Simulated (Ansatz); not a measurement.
Total energies of the cluster LiH2⁻ from Ansatz at r2SCAN-D4/def2-TZVPD, gas phase (1 Eh = 27.2114 eV = 2625.5 kJ/mol). The reference geometry is relaxed at PBE0-D4/def2-TZVPD.

Cartesian coordinates in Å:
```
Li -0.001 -0.002 -0.002
H -1.364 0.951 -0.397
H 1.365 -0.949 0.400
```

```
            state                       geometry  energy (Eh)
charge -1 singlet                      reference     -8.67743
 charge 0 doublet                      reference     -8.58145
charge -1 triplet  relaxed at PBE0-D4/def2-TZVPD     -8.64066
charge -1 quintet  relaxed at PBE0-D4/def2-TZVPD     -8.46934
```

(1) Work out the vertical ionisation energy to the doublet.

(2) Which of the charge -1 states is lowest, and how far above it are the others?

(1) E(charge 0 doublet) − E(charge -1 singlet) = -8.58145 − (-8.67743) = 0.09598 Eh = 2.61 eV. For comparison, −ε of the highest occupied level is -0.07 eV at this level, 2.68 eV less.

(2) The singlet. triplet: -8.64066 − (-8.67743) = 0.03677 Eh = 96.5 kJ/mol; quintet: -8.46934 − (-8.67743) = 0.20809 Eh = 546.3 kJ/mol. The triplet has fallen apart, so its energy is that of loose fragments and no spin gap. The quintet has fallen apart, so its energy is that of loose fragments and no spin gap. The triplet differs in its bonds from the reference. The quintet differs in its bonds from the reference.

At r2SCAN-D4/def2-TZVPD the highest occupied level of the charge -1 singlet lies above zero (up to 0.07 eV). By energy differences its removal costs 2.61 eV (vertical, to the charge 0 doublet, at r2SCAN-D4/def2-TZVPD); a positive level beside a positive removal energy at the same level points to self-interaction error. At r2SCAN-D4/def2-TZVPD the highest occupied level of the charge -1 triplet lies above zero (up to 1.54 eV). It is a level of α spin, whose loss leaves a doublet; that state wasn't run at this geometry and level. The electron is either unbound and held by the finite basis, or the level is raised by self-interaction error. At r2SCAN-D4/def2-TZVPD the highest occupied level of the charge -1 quintet lies above zero (up to 1.69 eV). It is a level of α spin, whose loss leaves a quartet; that state wasn't run at this geometry and level. The electron is either unbound and held by the finite basis, or the level is raised by self-interaction error. 

The structure comes from a short search, and lower isomers may exist.
